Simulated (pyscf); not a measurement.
silylene (SiH₂) [singlet] + ammonia (NH₃) -> silylamine (H₂N–SiH₃), an insertion (singlet surface; H–N broken, H–Si, N–Si formed). Single points on ωB97X-D3(BJ)/def2-SVP structures (PySCF, gas phase). MP2 and CC: frozen core, UHF for open shells. ΔMP2 is the change of the MP2 total energy from the triple- to the quadruple-zeta basis. Energies in kJ/mol from the separated reactants.

Small-basis levels: PySCF, no dispersion term, spherical d functions. AM1 to PM7: differences of heats of formation from MOPAC. 

```json
[
 {"level": "HF/STO-3G", "barrier": "138.6", "reaction energy": "-333.5"},
 {"level": "HF/6-31G*", "barrier": "126.1", "reaction energy": "-262.6"},
 {"level": "B3LYP/3-21G", "barrier": "-14.0", "reaction energy": "-270.7"},
 {"level": "B3LYP/LANL2DZ", "barrier": "6.8", "reaction energy": "-263.4"},
 {"level": "B3LYP/6-31G*", "barrier": "34.3", "reaction energy": "-264.7"},
 {"level": "B3LYP/def2-SVP", "barrier": "22.8", "reaction energy": "-267.9"},
 {"level": "AM1", "barrier": "-25.1", "reaction energy": "-327.8"},
 {"level": "PM6", "barrier": "-29.9", "reaction energy": "-331.8"},
 {"level": "PM7", "barrier": "-58.3", "reaction energy": "-337.5"},
 {"level": "CCSD(T)/def2-TZVPP + ΔMP2(QZVPP)", "barrier": "40.8", "reaction energy": "-273.6"}
]
```

Against the last row the barrier runs from -99.1 (PM7) to +97.8 kJ/mol (HF/STO-3G); B3LYP/6-31G* happens to lie closest here (6.5 kJ/mol apart). At B3LYP/3-21G, AM1, PM6, PM7 this geometry lies under one side, so the entry may be no barrier of that level: it is a single point on another level's saddle. CCSD(T)/def2-TZVPP + ΔMP2(QZVPP) has limits of its own. On the reactant side the descent ends in an adduct with a N–Si contact, 136.5 kJ/mol under the separated species and 163.4 kJ/mol under the saddle at ωB97X-D3(BJ)/def2-TZVP. What is counted as formed (N–Si) is already present as a longer contact in the reactant adduct; forming that adduct is a step of its own. At ωB97X-D3(BJ) the barrier from the zero used here is 27.0 kJ/mol. The same reactants have a lower exit, to H₂N–SiH: [singlet] + H₂ (barrier +15.3 kJ/mol at ωB97M-D3(BJ), against +37.8 kJ/mol here). One saddle was located; it need not be the lowest between these sides. The CCSD(T) − MP2 part came from Ansatz, without density fitting, on the same reference.
